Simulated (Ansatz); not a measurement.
Energy needed to pull apart CH$_{4}$Si (SMILES C[SiH]), closed shell, into free ground-state atoms, from the structure below (displaced at random from a GFN2-xTB minimum); no zero-point or spin–orbit terms; open-shell atoms are treated unrestricted, in their ground-state multiplicity.

| atom | x (Å) | y (Å) | z (Å) |
| --- | --- | --- | --- |
| C1 | -0.1704 | -0.3872 | -0.4188 |
| Si2 | 0.6649 | 0.2956 | 0.9857 |
| H3 | -1.2669 | -0.4941 | -0.3095 |
| H4 | 0.2631 | -1.4343 | -0.7704 |
| H5 | -0.2227 | 0.3109 | -1.4896 |
| H6 | 0.3537 | 1.6819 | 1.4178 |

Ansatz 0.2.0; basis: def2-TZVPP; cores frozen in the correlated methods.

```csv
method,atomization energy (eV)
PBE-D4,18.92
r2SCAN-D4,18.68
B97M-V,?
PBE0-D4,18.67
wB97X-V,18.82
wB97M-V,18.88
HF,13.63
MP2,?
CCSD,18.12
CCSD(T),18.34
```

Q: What does B97M-V give? (Judge from chemistry; the value comes from the calculation.)

A: By the calculation: 18.90 eV, which is about 0.56 eV more than CCSD(T)/def2-TZVPP.

Q: What does MP2 give? (An estimate is asked for; the value comes from the calculation.)

A: The calculation gives: 18.17 eV, which is about 0.17 eV less than CCSD(T)/def2-TZVPP.

In triple zeta the MP2 and coupled-cluster atomization energies are still short of their basis limit by a few kcal/mol a bond, whereas those of the functionals are nearly converged, so these differences are not deviations from converged CCSD(T).

No T1 diagnostic of these runs exceeds 0.014. The restricted Hartree–Fock reference is unstable towards an unrestricted one here.

For scale, one of the runs: CCSD(T)/def2-TZVPP forces, 129 basis functions (an equivalent command: `ansatz run in.yaml --threads 4`). Time: 14 s of wall clock on 4 CPU threads; the host was shared. Peak host memory: 1.1 GiB.
